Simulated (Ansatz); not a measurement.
SiH4, triplet: the ladder up to full CI

All five atoms lie in one plane.

Geometry: a point of a breathe scan, not a stationary point.

```xyz
5

Si    0.0000    0.0000    0.0000
H    -0.0175    1.6483    1.6368
H    -0.0251   -1.6369    1.6481
H     0.0251    1.6369   -1.6481
H     0.0175   -1.6483   -1.6368
```

Basis 6-31G; Ansatz 0.2.0. Only valence electrons are correlated (noble-gas cores frozen), which leaves 8 electrons in 16 orbitals. Prefix R: restricted or restricted open-shell reference; prefix U: unrestricted. Active spaces: pair = (4e, 4o) about the gap; valence = (8e, 8o) chosen from the atoms' valence shells.

Full CI is exact within this basis and frozen core; it isn't the basis-set limit. The frozen core follows each run's orbitals, which can shift R against U totals by a few meV.

Unrestricted rows (U) aren't spin-pure: their determinants' ⟨S²⟩ exceeds S(S+1) by up to 0.81, so they mix in states of higher spin. Coupled cluster chose its determinant by a search with trial CCSD, here up to 0.93 eV above the lowest Hartree–Fock solution of its kind.

The UHF ⟨S²⟩ is 2.812 and the T1 diagnostic (RCCSD) is 0.0738. The largest doubles amplitude (RCCSD) is 0.159 and the T1 diagnostic (UCCSD) is 0.0715.

```tsv
level	E − E(full CI) (kJ/mol)	share of correlation (%)	wall time
UHF	213.4	53.12	–
UMP2	125.0	72.53	–
RCCSD	8.3	98.18	–
UCCSD	9.7	97.87	–
RCCSD(T)	1.3	99.72	0.84 s
UCCSD(T)	4.9	98.92	0.93 s
BCCD(T)	3.2	99.29	0.99 s
RCCSDT	0.3	99.93	–
UCCSDT	1.1	99.76	–
RCCSDT(Q)	0.1	99.99	3.3 s
UCCSDT(Q)	0.6	99.86	3.1 s
RCCSDTQ	0.0	99.99	20 s
UCCSDTQ	0.0	99.99	22 s
CASSCF (valence space)	52.5	88.46	–
NEVPT2 (valence space)	12.9	97.16	1.7 s
MRCISD (valence space)	1.8	99.61	–
MRCISD+Q (valence space)	1.0	99.78	2.3 s
```

The correlation energy at full CI, counted from the determinant under the R cluster runs, is -4.717 eV. That run took 4.5 s on 1 thread of Arm Neoverse V1, shared host over 431,184 determinants.

Run but not shown, since their state, orbitals or frozen core can't be matched to the reference's or they repeat it: RHF, RMP2, CISD, CISDTQ, CASSCF (pair space), NEVPT2 (pair space), MRCISD (pair space), MRCISD+Q (pair space).

Times hold each run's SCF and search for its determinant on a shared host, so for small cases they say little of a method's own cost; they ran on 1 thread of Arm Neoverse V1.

The full-CI state has the irrep Ag of D2h, in the program's axes (one component, if the state is degenerate).

Natural occupations of full CI about the gap: 1.947 1.831 1.831 1.022 0.975 0.167 0.167 0.040 0.006 0.004; effectively unpaired electrons, Σ n²(2−n)², 2.39.
